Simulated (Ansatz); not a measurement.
C3H5N can be A, `C1=NCC1`, or B, `CC1=CN1`.

Isolated molecules relaxed with PBE0-D4/def2-TZVP in Ansatz; ΔE leaves out vibrations. CCSD(T)/CBS adds triple-zeta CCSD(T) − MP2 to the extrapolated MP2 energy (def2 sets, frozen cores). DFT in def2-TZVPP. B3LYP here is the variant with VWN-RPA as its local correlation; programs differ in this.

Task: Which is lower in electronic energy at CCSD(T)/CBS, and by how much? (An estimate is asked.)

Result: The calculation gave: A, by 40.2 kcal/mol.

Task: Give E(B) − E(A) in kcal/mol with CCSD(T)/def2-TZVPP, B3LYP, ωB97M-V, B3LYP-D4, HF/def2-TZVPP, PBE-D4, B2PLYP. (An estimate is asked.)

Result: Computed: CCSD(T)/def2-TZVPP 41.5, B3LYP 38.8, ωB97M-V 40.7, B3LYP-D4 39.0, HF/def2-TZVPP 44.3, PBE-D4 38.1, B2PLYP 39.7. None reverses the order clearly.

Task: Does the order hold for the free energy at 298.15 K (harmonic terms from PBE0-D4)? (Best estimate.)

Result: Computed: Yes: G(B) − G(A) = +37.8 kcal/mol.

Largest T1 diagnostic: 0.011.

Leaving LDA and LC-ωPBE aside and taking each functional with its dispersion term where it has one, the values, not all of them listed here, spread over 4.7 kcal/mol, from BLYP-D4 to PBE-QIDH. LDA lies +1.7 kcal/mol from PBE without D4. At CCSD(T), def2-SVP lies +3.2 kcal/mol from the extrapolated value and def2-TZVPP +1.4 kcal/mol.
